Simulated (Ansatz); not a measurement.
Input file:

```yaml
crystal:
  periodic: [false, false, false]
  atoms:
    - {symbol: Pd, position_ang: [0.000000, 0.000000, 0.000000]}
    - {symbol: N, position_ang: [0.000000, 0.000000, 1.796800]}
basis:
  gaussian: {orbitals: def2-SVP}
total_charge: 1
magnetization: {spin_polarized: true, initial_magnetization: 2}
correlation: {method: mp2, electrons: valence}
scf: {lower_state_search: off}
```

```sh
$ ansatz run in.yaml --threads 1 --pin off --events-out ev --progress --plain --max-ram 2393MiB
```

Question: Roughly how long does this take on 1 thread of AMD EPYC, shared host, and how much host memory?

Answer: 0.82 s wall and 0.09 GiB.

```
these checks for a lower state are left out or cut short: stability, starts, cluster_reference, orbital_swaps, neighbouring_geometries, increment
472 factors; integrals over basis functions are off by at most 9.2e-4 eV
mean field evaluation 1: about -4912.8485 eV, gradient 4.6e1 eV
mean field evaluation 2: about -4912.9979 eV, gradient 4.6e1 eV
mean field evaluation 4: about -4923.7310 eV, gradient 5.0e0 eV
mean field evaluation 8: about -4924.3344 eV, gradient 1.8e0 eV
mean field evaluation 16: about -4924.6041 eV, gradient 8.0e-1 eV
mean field -4926.54806073 eV, -181.0473018975 hartree, gradient 7.2e-6 eV, S^2 2.900061; 0 other end points of the search recorded, 0 dependent functions left out
1 core orbitals not correlated: weight in the atoms' cores, before any rotation towards them, 1.000 or more for the frozen orbitals, at most 0.000 for the correlated occupied ones
reference -4926.54806073 eV, -181.0473018975 hartree; 12, 10 occupied and 32, 34 virtual orbitals, 472 factors
second order -10.30045186 eV of doubles, -0.00000000 eV of singles
Total energy: -4936.84851258 eV, -181.4258365213 hartree
Checks for a lower state left out: stability, starts, cluster_reference, orbital_swaps, neighbouring_geometries, increment
```
